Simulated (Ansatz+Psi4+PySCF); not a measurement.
doublet N2H: levels of theory in one basis

```yaml
atoms:
  - { symbol: N, position_ang: [-0.0664, 0.6503, 0.0004] }
  - { symbol: N, position_ang: [-0.0561, -0.5174, -0.0076] }
  - { symbol: H, position_ang: [0.8700, -0.9803, -0.0075] }
```

Basis set: cc-pVTZ (spherical functions). Frozen core: 2 orbitals. Correlation on ROHF uses semicanonical orbitals with singles. Charge 0, multiplicity 2.

Computed with Ansatz (development build ahead of 0.2.0) and Psi4 1.11; each method stands on the lowest determinant of its kind that the runs found.

| method | E − E(ROHF) (eV) | <S²> of the determinant |
| --- | --- | --- |
| ROHF | 0.00 | 0.75 |
| UHF | -0.24 | 0.85 |
| ROHF-MP2 | -10.27 | – |
| ROHF-CCSD | -10.56 | – |
| UHF-CCSD | -10.56 | 0.85 |
| ROHF-CCSD(T) | -11.05 | – |
| UHF-CCSD(T) | -11.04 | 0.85 |

What does UHF-MP2 give on the same scale?

-9.99 eV.

Caution for UHF, UHF-MP2, UHF-CCSD, UHF-CCSD(T): the unrestricted determinant is spin contaminated. Caution for UHF-MP2, UHF-CCSD, UHF-CCSD(T): large amplitudes, a single reference is doubtful.
